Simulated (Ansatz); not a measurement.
`OC(F)F`, charge 0, multiplicity 1.

Task: Give a relaxed structure at PBE0-D4/def2-TZVP (Ansatz 0.2.0). (An estimate is asked.)

Result: Computed: 
Z-matrix (Å, degrees):
```
C
F 1 1.356
F 1 1.356 2 105.7
O 1 1.346 2 111.4 3 -121.2
H 1 1.091 2 109.4 3 117.7
H 4 0.966 1 108.8 2 58.9
```
Point group Cs.
